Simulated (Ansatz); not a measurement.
Consider BAs in the zinc blende structure (space group F-43m, No. 216; a = 4.8093 Å).

Levels (all Ansatz, a first-principles code, PAW, earlier PAW set): PBE (420 eV, without spin-orbit coupling); PBEsol (420 eV, without spin-orbit coupling).

Levels that relaxed their own cell: PBE and PBEsol.

| level | lattice parameter a |
|---|---|
| PBE | 4.809 Å |
| PBEsol | 4.768 Å |

Measured: lattice parameter a 4.777 Å (room temperature; as listed in M J Lucero, T M Henderson, G E Scuseria, Journal of Physics Condensed Matter (2012)).

Computed minus measured — lattice parameter a: PBE +0.7 %, PBEsol -0.2 % (closest: PBEsol). Measured values not marked as corrected hold thermal and zero-point effects that the static-lattice runs lack.

Stability against distortions was not tested.
